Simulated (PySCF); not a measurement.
# Dipole moment and polarisability of hydrogen sulfide

Compound: hydrogen sulfide, H2S.
Geometry (GFN2-xTB, Å), atoms numbered from 1 in this order:
```xyz
3
H2S angstrom
S     -0.029    0.611   -0.003
H     -0.936   -0.358   -0.011
H      0.976   -0.255    0.001
```

Level: wB97X-D/def2-SVPD (PySCF), static field, nuclei fixed, core orbitals frozen in the response. The polarisability tensor in these axes (au):

```
x   23.71  0.01 -0.01
y    0.01 23.53  0.00
z   -0.01  0.00 24.72
```

Task: What are the eigenvalues, a third of the trace, and Δα (Δα² = ½Σ(αi − αj)² over the three pairs)?

Result: Principal values 23.53, 23.71 and 24.72 au; mean 23.99 au = 3.55 Å³ = 3.95 × 10⁻⁴⁰ C²·m²/J; Δα = 1.11 au (5 % of the mean).

Task: What is the dipole moment, and where does it point?

Result: (0.06, -1.10, 0.00) D, 1.10 D in size, pointing from the negative to the positive side. Measured along this direction, the outermost atoms are S1 at the negative end and H2 and H3 at the positive end.

Task: Rayleigh depolarisation ratio (linearly polarised light, static tensor)?

Result: ρ = 3Δα²/(45ᾱ² + 4Δα²) = 3.7/(25891 + 4.9) ≈ 0.000142.

Task: Refractivity n − 1 of an ideal gas of it at 500 K and 1 atm, from the electronic α?

Result: N = p/kT = 1.4678 × 10¹⁹ cm⁻³, so n − 1 = 2π × N × 3.55 × 10⁻²⁴ cm³ = 328 × 10⁻⁶ at long wavelengths, for an ideal gas.

Task: Orientational against electronic polarisability at 298 K (dilute gas, rigid molecules)?

Result: In Gaussian units μ²/3kT = 9.85 Å³ against 3.55 Å³, a ratio of 2.77; the Debye molar polarisation (4π/3)N_A(α + μ²/3kT) is 33.8 cm³/mol, leaving out the vibrational part.

Task: In TDDFT the mean static polarisability is Σ f/ω² over all singlet excitations (ω in hartree). How much of it do the 8 lowest give? Their energies (eV) and oscillator strengths: 6.30, 0.0000; 6.45, 0.0771; 8.06, 0.0000; 8.31, 0.0018; 8.77, 0.0077; 9.24, 0.1367; 9.43, 0.1440; 9.69, 0.0022.

Result: They add up to 3.86 au, 16.1 % of the 23.99 au; the largest single term is 1.37 au, from the state at 6.45 eV. Terms in order: 0.00, 1.37, 0.00, 0.02, 0.07, 1.18, 1.20, 0.02 au. Higher excitations give the rest. The strengths listed sum to 0.369.

Isolated species at its GFN2-xTB geometry, gas phase.
